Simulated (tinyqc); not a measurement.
Worked calculation: CCSD on RHF in the sto-6g basis, for H2O, spin multiplicity 1. One step of it, computed by the program tinyqc.

Task: Iteration 8 (converged): orbitals. Diagonalise F' = X^T F X, C = X C', fill 5 alpha and 5 beta electrons from the bottom; D = 2 C_occ C_occ^T. Each column has its largest component positive (the first on a tie).

converged F (hartree), order 1O 1s, 1O 2s, 1O 2px, 1O 2py, 1O 2pz, 2H 1s, 3H 1s:
$$\begin{pmatrix}
-20.538839 & -4.966605 & 0.000000 & -0.001440 & -0.023820 & -0.870249 & -0.712561 \\
-4.966605 & -2.309239 & 0.000000 & -0.013576 & -0.071420 & -0.800702 & -0.692231 \\
0.000000 & 0.000000 & -0.400465 & 0.000000 & 0.000000 & 0.000000 & 0.000000 \\
-0.001440 & -0.013576 & 0.000000 & -0.228437 & -0.018409 & -0.335335 & 0.309627 \\
-0.023820 & -0.071420 & 0.000000 & -0.018409 & -0.264926 & -0.359639 & -0.333893 \\
-0.870249 & -0.800702 & 0.000000 & -0.335335 & -0.359639 & -0.432065 & -0.271888 \\
-0.712561 & -0.692231 & 0.000000 & 0.309627 & -0.333893 & -0.271888 & -0.359204
\end{pmatrix}$$

X, order 1O 1s, 1O 2s, 1O 2px, 1O 2py, 1O 2pz, 2H 1s, 3H 1s:
$$\begin{pmatrix}
1.022191 & -0.131125 & 0.000000 & -0.000887 & -0.006952 & 0.017251 & 0.015134 \\
-0.131125 & 1.138301 & 0.000000 & 0.011687 & 0.071116 & -0.224002 & -0.181509 \\
0.000000 & 0.000000 & 1.000000 & 0.000000 & 0.000000 & 0.000000 & 0.000000 \\
-0.000887 & 0.011687 & 0.000000 & 1.055076 & 0.006298 & -0.161958 & 0.142482 \\
-0.006952 & 0.071116 & 0.000000 & 0.006298 & 1.043076 & -0.134097 & -0.112643 \\
0.017251 & -0.224002 & 0.000000 & -0.161958 & -0.134097 & 1.133912 & -0.076241 \\
0.015134 & -0.181509 & 0.000000 & 0.142482 & -0.112643 & -0.076241 & 1.101397
\end{pmatrix}$$

Give: F' = X^T F X; orbital energies; coefficients C; D after iteration 8.

Result:

F' = X^T F X (hartree):
$$\begin{pmatrix}
-20.215 & -2.497 & 0.000 & -0.002 & -0.046 & -0.124 & -0.085 \\
-2.497 & -1.301 & 0.000 & 0.009 & 0.102 & -0.403 & -0.337 \\
0.000 & 0.000 & -0.400 & 0.000 & 0.000 & 0.000 & 0.000 \\
-0.002 & 0.009 & 0.000 & -0.053 & -0.003 & -0.376 & 0.349 \\
-0.046 & 0.102 & 0.000 & -0.003 & -0.124 & -0.329 & -0.296 \\
-0.124 & -0.403 & 0.000 & -0.376 & -0.329 & -0.027 & -0.085 \\
-0.085 & -0.337 & 0.000 & 0.349 & -0.296 & -0.085 & -0.042
\end{pmatrix}$$

orbital energies (hartree): MO1 -20.542, MO2 -1.215, MO3 -0.517, MO4 -0.460, MO5 -0.400, MO6 0.442, MO7 0.531

coefficients C, order 1O 1s, 1O 2s, 1O 2px, 1O 2py, 1O 2pz, 2H 1s, 3H 1s:
$$\begin{pmatrix}
0.997 & -0.229 & 0.024 & 0.085 & 0.000 & 0.082 & 0.044 \\
0.014 & 0.900 & -0.133 & -0.463 & 0.000 & -0.520 & -0.299 \\
0.000 & 0.000 & 0.000 & 0.000 & 1.000 & 0.000 & 0.000 \\
0.000 & 0.014 & 0.626 & -0.126 & 0.000 & 0.360 & -0.789 \\
0.002 & 0.082 & 0.143 & 0.690 & 0.000 & -0.709 & -0.343 \\
-0.003 & 0.146 & 0.502 & 0.254 & 0.000 & 0.318 & 0.973 \\
-0.002 & 0.121 & -0.383 & 0.443 & 0.000 & 0.890 & -0.368
\end{pmatrix}$$

D after iteration 8, order 1O 1s, 1O 2s, 1O 2px, 1O 2py, 1O 2pz, 2H 1s, 3H 1s:
$$\begin{pmatrix}
2.108 & -0.469 & 0.000 & 0.003 & 0.091 & -0.005 & -0.003 \\
-0.469 & 2.084 & 0.000 & -0.024 & -0.529 & -0.106 & -0.091 \\
0.000 & 0.000 & 2.000 & 0.000 & 0.000 & 0.000 & 0.000 \\
0.003 & -0.024 & 0.000 & 0.815 & 0.008 & 0.569 & -0.588 \\
0.091 & -0.529 & 0.000 & 0.008 & 1.007 & 0.518 & 0.522 \\
-0.005 & -0.106 & 0.000 & 0.569 & 0.518 & 0.677 & -0.125 \\
-0.003 & -0.091 & 0.000 & -0.588 & 0.522 & -0.125 & 0.716
\end{pmatrix}$$
